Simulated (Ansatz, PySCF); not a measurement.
System: CH₄N, charge 0, multiplicity 2. It need not be the lowest isomer of its formula. 
Structure (B3LYP-D3(BJ)/def2-TZVP (Ansatz, a program for electronic structure) minimum search):
SMILES: [CH2]N
```xyz
6

C      0.1231     0.7206    -0.0043
N     -0.0884    -0.6546     0.0035
H     -0.4969    -1.0305     0.8459
H     -0.5248    -1.0357    -0.8225
H      0.4664     1.1652     0.9184
H      0.4354     1.1594    -0.9407
```
Charge 0, spin multiplicity 2.

Dipole moments at this geometry, in debye (magnitudes).

| level | program | dipole (D) |
|---|---|---|
| PBE/def2-TZVPD | Ansatz | 1.22 |
| BLYP/def2-TZVPD | Ansatz | 1.22 |
| BP86/def2-TZVPD | PySCF | ___ |
| B97M-V/def2-TZVPD | Ansatz | 1.16 |
| PBE0/def2-TZVPD | Ansatz | 1.13 |
| r2SCAN0/def2-TZVPD | Ansatz | 1.07 |
| PW6B95/def2-TZVPD | PySCF | 1.16 |
| M06-2X/def2-TZVPD | PySCF | 1.08 |
| CCSD(T)/aug-cc-pVDZ | Ansatz | ___ |

Task: What belongs in the gaps?

Result: 
- BP86/def2-TZVPD, dipole (D): 1.22
- CCSD(T)/aug-cc-pVDZ, dipole (D): 1.11
